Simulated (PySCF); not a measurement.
Input of a run (PBE0-D3(BJ)/def2-SVP geometry optimisation, gas phase (PySCF 2.14.0)), started from GFN2-xTB:
```
{"job": {"xc": "PBE0", "basis": "def2-SVP", "d3": "d3bj", "grid": 1, "shake": 0.01, "kind": "geom"}, "charge": 0, "multiplicity": 1}
O     -0.217900    -1.130410    -0.972470
S     -0.069570    -0.165390     0.040600
O     -0.380960    -0.379060     1.385370
F     -0.711080     1.213960    -0.416610
F      1.413080     0.426940    -0.074770
```

Output (energies in Eh, forces in Eh/bohr):
```
step   0  E = -747.36490128  max force = 0.042847
step   1  E = -747.35288390  max force = 0.084865
step   2  E = -747.36446529  max force = 0.050170
step   3  E = -747.36734833  max force = 0.007339
step   4  E = -747.36757408  max force = 0.001890
step   5  E = -747.36760128  max force = 0.000504
step   6  E = -747.36760177  max force = 0.000199
optimisation converged
```

Summarise the run.

The energy falls by 1.7 kcal/mol over 7 energy and gradient evaluations, the largest force component goes from 0.0428 to 2.0e-04 Eh/bohr, and the atoms move by 0.034 Å rms after alignment. The bond that changes most is S2=O3 (sulfonyl sulfur to sulfonyl oxygen), which lengthens by 0.027 Å. Bonds longer at the end by more than 0.005 Å: 2 of 4; shorter: 2. Among the angles that change most is F4–S2–F5, from 91.8° to 94.8°. The energy rose by more than 1e-6 Eh at step 1.

What are the final bond lengths?

O1=S2 1.424 Å, S2=O3 1.424 Å, S2–F4 1.576 Å, S2–F5 1.576 Å. Numbering counts from 1 in the input's order; the species is sulfuryl fluoride (`O=S(F)(F)=O`).

The run used 74 basis functions and 52 SCF cycles in all. On an Intel Xeon 6975P-C with one thread (shared host), this took 7.9 s of wall time and 0.33 GiB of memory at its peak.

No frequency check.
